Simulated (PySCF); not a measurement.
Molecule: `C=CC(Cl)(Cl)Cl`, C$_{3}$H$_{3}$Cl$_{3}$.

Structure with atom numbers: `[CH2:1]=[CH:2][C:3]([Cl:4])([Cl:5])[Cl:6]`; H(Xn) means a hydrogen on atom n. Ha(C1) is cis to C3; Hb(C1) is trans to C3.

Geometry PBE0-D3(BJ)/def2-SVP throughout; GIAO in PySCF 2.14, gas phase, one conformer, non-relativistic; equivalent atoms averaged; functional PBE0.

For orientation, pcSseg-1 gives these shifts δ (against TMS, HCl at the same level): C1 122.6, C2 149.6, C3 118.0, Cl4/Cl5/Cl6 471.4, Hb(C1) 5.55, Ha(C1) 6.08, H(C2) 6.27 ppm.

A run gave: C1 114.9, C2 137.6, C3 111.8, Cl4/Cl5/Cl6 433.4, Hb(C1) 5.78, Ha(C1) 6.23, H(C2) 6.56 ppm (shifts δ (against TMS, HCl at the same level)).

Problem. Which basis set was used in that run?
A. def2-TZVP
B. IGLO-III
C. 6-31G
D. cc-pVTZ
E. def2-SVP

Solution. C. C3 tells them apart best: 6-31G gives 111.8, IGLO-III gives 119.9, cc-pVTZ gives 118.5, def2-TZVP gives 119.4, def2-SVP gives 118.2 ppm.
